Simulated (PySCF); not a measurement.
Homolysis of single bonds, series C NH2-SH. Isolated molecules, 0 K electronic values unless said otherwise. One relaxed conformer stands for each flexible species; it need not be the lowest. Strings in code marks are SMILES.

The numbers are results of PySCF with PBE0-D4/def2-TZVP, not measurements. 

```
species                          highest occupied spin orbital (eV)
-------------------------------  ----------------------------------
whole molecule (`NC(N)(S)S`)                                      –
radical fragment (`[C](S)(N)S`)                               -4.60
radical fragment (`[NH2]`)                                    -8.67
radical fragment (`N[C](N)S`)                                     …
radical fragment (`[SH]`)                                     -7.41
whole molecule (`SC(S)(N)S`)                                      –
radical fragment (`S[C](S)S`)                                 -5.06
whole molecule (`SC(S)(S)S`)                                      –
```

**Question.** Complete the blanks.

**Answer.** 
- radical fragment (`N[C](N)S`), highest occupied spin orbital (eV): -4.23
